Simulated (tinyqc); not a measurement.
RHF in the sto-3g basis, for H2O, spin multiplicity 1, step by step. One step of it, computed by the program tinyqc.

Task: Iteration 2: building the Fock matrix. J_ij = sum D_kl (ij|kl), K_ij = sum D_kl (ik|jl); F = H + J - 0.5 K; E = tr D H + tr D J / 2 - 0.25 tr D K + E_nn.

D after iteration 1, lower triangle:
```
            1O 1s      1O 2s    1O 2px     1O 2py    1O 2pz      2H 1s     3H 1s
1O 1s    2.116224
1O 2s   -0.504311   2.275941
1O 2px   0.000000   0.000000  2.000000
1O 2py   0.000000   0.000000  0.000000   0.985971
1O 2pz   0.074758  -0.435897  0.000000   0.000000  1.283878
2H 1s    0.012591  -0.208231  0.000000   0.355313  0.374064   0.619442
3H 1s    0.012591  -0.208231  0.000000  -0.355313  0.374064  -0.142864  0.619442
```

core Hamiltonian H = T + V (hartree), lower triangle:
```
             1O 1s      1O 2s     1O 2px     1O 2py     1O 2pz      2H 1s      3H 1s
1O 1s   -32.719683
1O 2s    -7.612513  -9.333693
1O 2px    0.000000   0.000000  -7.456736
1O 2py    0.000000   0.000000   0.000000  -7.613164
1O 2pz   -0.018910  -0.222522   0.000000   0.000000  -7.549663
2H 1s    -1.745018  -3.734188   0.000000  -2.030749  -1.637602  -5.071657
3H 1s    -1.745018  -3.734188   0.000000   2.030749  -1.637602  -1.598622  -5.071657
```

Two-electron integrals (ij|kl) in chemists' order, unique and non-zero (hartree):
```
(11|11) 4.785065    (21|11) 0.741380    (21|21) 0.136873    (22|11) 1.118947
(22|21) 0.256633    (22|22) 0.817206    (31|31) 0.024477    (32|31) 0.037809
(32|32) 0.180518    (33|11) 1.115814    (33|21) 0.256684    (33|22) 0.817023
(33|33) 0.880159    (41|41) 0.024477    (42|41) 0.037809    (42|42) 0.180518
(43|43) 0.047444    (44|11) 1.115814    (44|21) 0.256684    (44|22) 0.817023
(44|33) 0.785270    (44|44) 0.880159    (51|51) 0.024477    (52|51) 0.037809
(52|52) 0.180518    (53|53) 0.047444    (54|54) 0.047444    (55|11) 1.115814
(55|21) 0.256684    (55|22) 0.817023    (55|33) 0.785270    (55|44) 0.785270
(55|55) 0.880159    (61|11) 0.171350    (61|21) 0.031353    (61|22) 0.058361
(61|33) 0.058251    (61|41) 0.001142    (61|42) 0.002132    (61|44) 0.058463
(61|51) 0.000880    (61|52) 0.001643    (61|54) 0.000164    (61|55) 0.058377
(61|61) 0.007275    (62|11) 0.402893    (62|21) 0.093501    (62|22) 0.328016
(62|33) 0.322564    (62|41) 0.005538    (62|42) 0.041708    (62|44) 0.332632
(62|51) 0.004268    (62|52) 0.032146    (62|54) 0.007760    (62|55) 0.328545
(62|61) 0.021809    (62|62) 0.160886    (63|31) 0.009951    (63|32) 0.057315
(63|43) 0.008740    (63|53) 0.006737    (63|63) 0.023356    (64|11) 0.225021
(64|21) 0.052915    (64|22) 0.198269    (64|33) 0.189205    (64|41) 0.012709
(64|42) 0.081305    (64|44) 0.212641    (64|51) 0.002125    (64|52) 0.018491
(64|54) 0.011327    (64|55) 0.192743    (64|61) 0.012907    (64|62) 0.118122
(64|64) 0.109116    (65|11) 0.173435    (65|21) 0.040784    (65|22) 0.152816
(65|33) 0.145830    (65|41) 0.002125    (65|42) 0.018491    (65|44) 0.150420
(65|51) 0.011589    (65|52) 0.071566    (65|54) 0.012278    (65|55) 0.162030
(65|61) 0.009948    (65|62) 0.091043    (65|64) 0.066099    (65|65) 0.074302
(66|11) 0.531476    (66|21) 0.125348    (66|22) 0.502888    (66|33) 0.482407
(66|41) 0.009911    (66|42) 0.101729    (66|44) 0.520568    (66|51) 0.007639
(66|52) 0.078408    (66|54) 0.029413    (66|55) 0.505076    (66|61) 0.029524
(66|62) 0.305772    (66|64) 0.256467    (66|65) 0.197672    (66|66) 0.774606
(71|11) 0.171350    (71|21) 0.031353    (71|22) 0.058361    (71|33) 0.058251
(71|41) -0.001142   (71|42) -0.002132   (71|44) 0.058463    (71|51) 0.000880
(71|52) 0.001643    (71|54) -0.000164   (71|55) 0.058377    (71|61) 0.007162
(71|62) 0.021124    (71|64) 0.011389    (71|65) 0.009641    (71|66) 0.028246
(71|71) 0.007275    (72|11) 0.402893    (72|21) 0.093501    (72|22) 0.328016
(72|33) 0.322564    (72|41) -0.005538   (72|42) -0.041708   (72|44) 0.332632
(72|51) 0.004268    (72|52) 0.032146    (72|54) -0.007760   (72|55) 0.328545
(72|61) 0.021124    (72|62) 0.131523    (72|64) 0.066308    (72|65) 0.072394
(72|66) 0.206713    (72|71) 0.021809    (72|72) 0.160886    (73|31) 0.009951
(73|32) 0.057315    (73|43) -0.008740   (73|53) 0.006737    (73|63) 0.018495
(73|73) 0.023356    (74|11) -0.225021   (74|21) -0.052915   (74|22) -0.198269
(74|33) -0.189205   (74|41) 0.012709    (74|42) 0.081305    (74|44) -0.212641
(74|51) -0.002125   (74|52) -0.018491   (74|54) 0.011327    (74|55) -0.192743
(74|61) -0.011389   (74|62) -0.066308   (74|64) -0.015370   (74|65) -0.035645
(74|66) -0.091450   (74|71) -0.012907   (74|72) -0.118122   (74|74) 0.109116
(75|11) 0.173435    (75|21) 0.040784    (75|22) 0.152816    (75|33) 0.145830
(75|41) -0.002125   (75|42) -0.018491   (75|44) 0.150420    (75|51) 0.011589
(75|52) 0.071566    (75|54) -0.012278   (75|55) 0.162030    (75|61) 0.009641
(75|62) 0.072394    (75|64) 0.035645    (75|65) 0.057733    (75|66) 0.124881
(75|71) 0.009948    (75|72) 0.091043    (75|74) -0.066099   (75|75) 0.074302
(76|11) 0.159810    (76|21) 0.037411    (76|22) 0.141804    (76|33) 0.138569
(76|44) 0.141369    (76|51) 0.002716    (76|52) 0.024035    (76|55) 0.145324
(76|61) 0.008637    (76|62) 0.068625    (76|64) 0.043385    (76|65) 0.043653
(76|66) 0.133488    (76|71) 0.008637    (76|72) 0.068625    (76|74) -0.043385
(76|75) 0.043653    (76|76) 0.035401    (77|11) 0.531476    (77|21) 0.125348
(77|22) 0.502888    (77|33) 0.482407    (77|41) -0.009911   (77|42) -0.101729
(77|44) 0.520568    (77|51) 0.007639    (77|52) 0.078408    (77|54) -0.029413
(77|55) 0.505076    (77|61) 0.028246    (77|62) 0.206713    (77|64) 0.091450
(77|65) 0.124881    (77|66) 0.342109    (77|71) 0.029524    (77|72) 0.305772
(77|74) -0.256467   (77|75) 0.197672    (77|76) 0.133488    (77|77) 0.774606
```

nuclear repulsion = 9.18402577 hartree

Give: Coulomb J; exchange K; Fock matrix F; total energy of this density.

Result:

Coulomb J (hartree), lower triangle:
```
          1O 1s   1O 2s  1O 2px   1O 2py  1O 2pz   2H 1s   3H 1s
1O 1s   17.5547
1O 2s    3.3155  8.2802
1O 2px   0.0000  0.0000  8.2841
1O 2py   0.0000  0.0000  0.0000   8.2662
1O 2pz  -0.0038  0.0452  0.0000   0.0000  8.2666
2H 1s    0.7593  3.3029  0.0000   1.9853  1.5519  5.1323
3H 1s    0.7593  3.3029  0.0000  -1.9853  1.5519  1.4313  5.1323
```

exchange K (hartree), lower triangle:
```
         1O 1s    1O 2s  1O 2px   1O 2py  1O 2pz   2H 1s   3H 1s
1O 1s   9.7870
1O 2s   1.6597   2.6621
1O 2px  0.0000   0.0000  2.2914
1O 2py  0.0000   0.0000  0.0000   1.8398
1O 2pz  0.0071  -0.0786  0.0000   0.0000  1.9726
2H 1s   0.3968   1.0996  0.0000   0.6335  0.5199  1.1720
3H 1s   0.3968   1.0996  0.0000  -0.6335  0.5199  0.4171  1.1720
```

Fock matrix F (hartree), lower triangle:
```
           1O 1s    1O 2s   1O 2px   1O 2py   1O 2pz    2H 1s    3H 1s
1O 1s   -20.0585
1O 2s    -5.1269  -2.3845
1O 2px    0.0000   0.0000  -0.3184
1O 2py    0.0000   0.0000   0.0000  -0.2669
1O 2pz   -0.0262  -0.1380   0.0000   0.0000  -0.2694
2H 1s    -1.1841  -0.9811   0.0000  -0.3622  -0.3457  -0.5253
3H 1s    -1.1841  -0.9811   0.0000   0.3622  -0.3457  -0.3759  -0.5253
```

total energy of this density = -74.576175 hartree

This density is a damped mixture and is not idempotent.
